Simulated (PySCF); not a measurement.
Lithium: a sound run and one with changed settings

Sound run: Li [He] 2s1, Li⁺ 1s2. Calculation: PySCF 2.14, in aug-cc-pVDZ (4s3p2d, 23 functions); no relativity, point nucleus. The sound run starts from symmetry-adapted Hartree-Fock orbitals and uses a fine grid where one is needed.

Changed run: initial guess minao, at most 50 SCF cycles.

```tsv
species	method	sound run (hartree)	changed run (hartree)	converged
Li	UHF	-7.43243	-7.43243	yes
Li	M06-L	-7.48545	-7.48545	yes
Li	MN15	-7.48481	-7.48481	yes
Li⁺	UHF	-7.23612	-7.23612	yes
Li⁺	M06-L	-7.30027	-7.30027	yes
Li⁺	MN15	-7.29815	-7.29815	yes
```

Here the plain start reaches the same solutions.
